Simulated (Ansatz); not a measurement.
Results of r²SCAN+rVV10 (Ansatz, an electronic-structure program, PAW) for fluorite CeO2.

Numerical settings: plane-wave cutoff 560 eV, 12×12×12 k mesh, Fermi–Dirac smearing 0.01 eV, no spin polarisation, scalar-relativistic PAW data made under PBE.

The cell is scaled about its equilibrium volume:

| V (Å³/atom) | P (GPa) | direct gap at Γ (eV) | smallest gap on the k mesh (eV) |
|---|---|---|---|
| 12.486 | 13.93 | 3.648 | 2.440 |
| 12.752 | 8.78 | 3.512 | 2.368 |
| 13.018 | 4.16 | 3.382 | 2.299 |
| 13.283 | 0.00 | 3.259 | 2.230 |
| 13.549 | -3.73 | 3.142 | 2.164 |
| 13.815 | -7.08 | 3.031 | 2.099 |
| 14.080 | -10.08 | 2.926 | 2.035 |

The fundamental gap (2.23 eV at the equilibrium volume, with added k points) lies elsewhere than Γ–Γ.

Measured, for comparison: band gap 3 eV (temperature not stated, not corrected to a static lattice, O 2p to Ce 4f, our sources range from 3.00 to 3.20; as tabulated in Tran et al. (2019), arXiv:1908.01820).

Spin–orbit coupling is not included.
